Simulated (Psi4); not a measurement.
# A workflow on NF3 (nitrogen trifluoride)

We compute a geometry optimisation (MP2/pcseg-1), then the harmonic vibrations of NF3 (nitrogen trifluoride). 

The results are computed with Psi4 1.11.

## 1. Starting point

NF3: 4 atoms, total charge 0, spin state singlet. SMILES: `FN(F)F`. The coordinates come from a PBE0-D4/def2-TZVP relaxation. The run starts from this shape.

Bond lengths: F1–N2 1.360 Å, N2–F3 1.360 Å, N2–F4 1.360 Å. Angles: F1–N2–F3 102.1°, F1–N2–F4 102.1°, F3–N2–F4 102.1°.

## 2. A geometry optimisation at MP2/pcseg-1 (density fitting, density fitting for correlation) (run 1)

File job.in:

```
memory 1.6 GB

molecule m {
  0 1
  F
  N 1 1.36045
  F 2 1.36047 1 102.12203
  F 2 1.360435 1 102.12067 3 105.41318
  units angstrom
  symmetry c1
}

set basis pcseg-1
set reference rhf
set geom_maxiter 60
set freeze_core true

E, wfn = optimize('mp2', return_wfn=True)
```

The run is started by

```sh
$ psi4 job.in job.out -n 1
```

job.out:

```text
[...]
  Running in c1 symmetry.
[...]
  Nuclear repulsion =  134.276060384966144
[...]
  Multiplicity = 1
[...]
  Nalpha       = 17
  Nbeta        = 17
[...]
    Number of basis functions: 56
[...]
   @DF-RHF iter   1:  -352.27268825313786   -4.48963e-01   1.09363e-02 DIIS/ADIIS
[...]
   @DF-RHF iter  12:  -352.42027471215727    2.27374e-13   5.78630e-11 DIIS
[...]
    Orbital Energies [Eh]
    ---------------------
    Doubly Occupied:
       1A    -26.374556     2A    -26.374555     3A    -26.374543
       4A    -15.904173     5A     -1.801668     6A     -1.669982
       7A     -1.669979     8A     -1.135604     9A     -0.856456
      10A     -0.856455    11A     -0.850210    12A     -0.749259
      13A     -0.749258    14A     -0.691604    15A     -0.691603
      16A     -0.691444    17A     -0.573987
[...]
  @DF-RHF Final Energy:  -352.42027471215727
   => Energetics <=
    Nuclear Repulsion Energy =            131.9725244484387474
    One-Electron Energy =                -752.7549245194774130
    Two-Electron Energy =                 268.3621253588813715
    Total Energy =                       -352.4202747121572656
[...]
 Multipole Moments:
 ------------------------------------------------------------------------------------
     Multipole            Electronic (a.u.)      Nuclear  (a.u.)        Total (a.u.)
 ------------------------------------------------------------------------------------
 L = 1.  Multiply by 2.5417464519 to convert [e a0] to [Debye]
 Dipole X            :          0.0890753           -0.2428669           -0.1537916
 Dipole Y            :         -0.0684714            0.1867226            0.1182512
 Dipole Z            :         -0.0556543            0.1517512            0.0960969
 Magnitude           :                                                    0.2164944
[...]
  -Total Gradient:
     Atom            X                  Y                   Z
    ------   -----------------  -----------------  -----------------
       1       -0.000006983281     0.000004629429     0.000032949912
       2        0.000048416192    -0.000034536232    -0.000029455772
       3       -0.000006884555     0.000031970883    -0.000001921090
       4       -0.000034548357    -0.000002064080    -0.000001573049
[...]
    Final optimized geometry and variables:
    Molecular point group: c1
    Full point group: C1
    Geometry (in Angstrom), charge = 0, multiplicity = 1:
    F
    N             1    1.385631
    F             2    1.385635      1  101.797470
    F             2    1.385629      1  101.797831      3  104.892305
    Psi4 run time: 0:00:05.43
[...]
```

The script printed:

```text
Optimizer: Optimization complete!
```

Wall time 6.9 s (1 thread of AMD EPYC 7B13 (Zen 3), shared host); peak memory 0.23 GiB.

Step by step:

```tsv
step	energy from the first frame kept (eV)	largest force (eV/Å)
0	0.0000	1.1348
1	-0.0305	0.5092
2	-0.0339	0.0510
3	-0.0340	0.0034
```

After the run. Bond lengths: F1–N2 1.386 Å, N2–F3 1.386 Å, N2–F4 1.386 Å. Angles: F1–N2–F3 101.8°, F1–N2–F4 101.8°, F3–N2–F4 101.8°.

## 3. Vibrational wavenumbers at MP2/pcseg-1 (density fitting, density fitting for correlation) (run 2)

File input.inp:

```
memory 1.6 GB

molecule molecule1 {
  F      0.628389     0.001510     1.081579
  N      0.362976    -0.074359    -0.276277
  F     -0.644703    -1.024645    -0.315307
  F     -0.344149     1.097449    -0.492632
}

set {
  basis pcseg-1
  t 600.0
  freeze_core true
  rotational_symmetry_number 3
}

frequency('mp2')
print_variables()
```

The run is started by

```sh
$ psi4 -n 1 input.inp input.out
```

input.out, cut to the lines that bear on the results:

```text
[...]
  Running in c1 symmetry.
[...]
  Nuclear repulsion =  131.972524757098086
[...]
  Multiplicity = 1
[...]
  Nalpha       = 17
  Nbeta        = 17
[...]
    Number of basis functions: 56
[...]
   @DF-RHF iter   1:  -352.25558211415074   -5.90398e-01   1.11856e-02 ADIIS/DIIS
[...]
   @DF-RHF iter  16:  -352.42026930659534   -1.70530e-13   1.87128e-11 DIIS
[...]
  @DF-RHF Final Energy:  -352.42026930659534
   => Energetics <=
    Nuclear Repulsion Energy =            131.9705834959455899
    One-Electron Energy =                -752.7511056890452892
    Two-Electron Energy =                 268.3602528865043837
    Total Energy =                       -352.4202693065953440
[...]
 Multipole Moments:
 ------------------------------------------------------------------------------------
     Multipole            Electronic (a.u.)      Nuclear  (a.u.)        Total (a.u.)
 ------------------------------------------------------------------------------------
 L = 1.  Multiply by 2.5417464519 to convert [e a0] to [Debye]
 Dipole X            :         -0.0984540            0.2685455            0.1700915
 Dipole Y            :          0.0202411           -0.0551011           -0.0348600
[...]
  -Total Gradient:
     Atom            X                  Y                   Z
    ------   -----------------  -----------------  -----------------
       1       -0.000006760397    -0.000077343004    -0.000023149641
       2       -0.000037462308     0.000053208607     0.000034842619
       3        0.000044297031     0.000016973288     0.000043245179
       4       -0.000000074326     0.000007161109    -0.000054938155
[...]
  ==> Harmonic Vibrational Analysis <==
[...]
  Freq [cm^-1]                 486.5616            486.5621            642.1719
[...]
  IR activ [km/mol]             0.3451              0.3451              3.9189
[...]
  Freq [cm^-1]                 882.5456            882.5553           1022.6100
[...]
  IR activ [km/mol]            233.5949            233.5962            58.5092
[...]
  Total E_0, Enthalpy at 0 [K]                                                         -353.14914666 [Eh]
[...]
  Total H, Enthalpy at  600.00 [K]                                                     -353.13720231 [Eh]
[...]
  Total G, Gibbs energy at  600.00 [K]                                                 -353.20701361 [Eh]
[...]
```

Standard output:

```text
Warning: used thermodynamics relations inappropriate for low-frequency modes: ['486.5616' '486.5621']
```

Wall time 25 s (1 thread of AMD EPYC 7B13 (Zen 3), shared host); peak memory 0.22 GiB.

## 4. What came out

| quantity | value |
| --- | --- |
| run 1, MP2/pcseg-1: total energy at the end | -353.15918 Eh |
| run 1, MP2/pcseg-1: correlation energy (4 core orbitals frozen) | -738.9 mEh |
| run 2, MP2/pcseg-1: correlation energy | -738.9 mEh |
| run 2, MP2/pcseg-1: lowest harmonic wavenumber | 487 cm⁻¹ |
| run 2, MP2/pcseg-1: highest harmonic wavenumber | 1023 cm⁻¹ |
| run 2, MP2/pcseg-1: zero-point energy | 26.3 kJ/mol |
| run 2, MP2/pcseg-1: ideal-gas entropy at 600 K (symmetry number 3 as used) | 73.0 cal/(mol K) |

What this shows: The optimisation (run 1, MP2/pcseg-1) took 4 steps and changed the energy by -0.034 eV. All 6 modes (run 2, MP2/pcseg-1) are real, so the shape is a minimum at this level.
